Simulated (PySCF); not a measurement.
Gas-phase reaction: 4 SiOF2 = 2 SiO + 2 SiF4 + O2

Method: PySCF energies plus ideal-gas RRHO corrections (1 bar). † marks an energy on the PBE0/def2-TZVP geometry and frequencies. MP2 and CCSD(T) freeze the core. Open shells (unrestricted): O2 (multiplicity 3); the rest are closed-shell singlets. SiOF2: computed as isolated molecules; such fragments, hydroxides, amides, oligomers or adducts are transient or little studied in the gas. MP2 isn't extrapolated to the basis-set limit; its ΔH°(298 K) is 108.3 kJ in def2-SVP and 232.6 kJ in def2-TZVPP. CCSD(T) isn't extrapolated to the basis-set limit; its ΔH°(298 K) is 47.5 kJ in def2-SVP and 167.5 kJ in def2-TZVPP. The harmonic model lacks anharmonicity and excited electronic states, which grow with temperature; levels with a mode under 35 cm⁻¹ are left out. Warning, large T1 diagnostic: SiO (CCSD(T)/def2-SVP†, CCSD(T)/def2-TZVPP†).

```
level                ΔE electronic, kJ  ΔH°(298 K), kJ  ΔS°(298 K), J/K  ΔG°(1800 K), kJ
-------------------  -----------------  --------------  ---------------  ---------------
CCSD(T)/def2-SVP†                   52              48               87             -109
CCSD(T)/def2-TZVPP†                172             168               87               11
MP2/def2-SVP†                      113             108               87              -48
MP2/def2-TZVPP†                    237             233               87               76
r2SCAN/def2-TZVP†                  202             197               87               40
LDA/def2-TZVP†                     242             237               87               80
ωB97X-V/def2-TZVP†                 173             168               87               11
```
ΔH° is lowest at CCSD(T)/def2-SVP† and highest at LDA/def2-TZVP†. No reference value is set beside these.
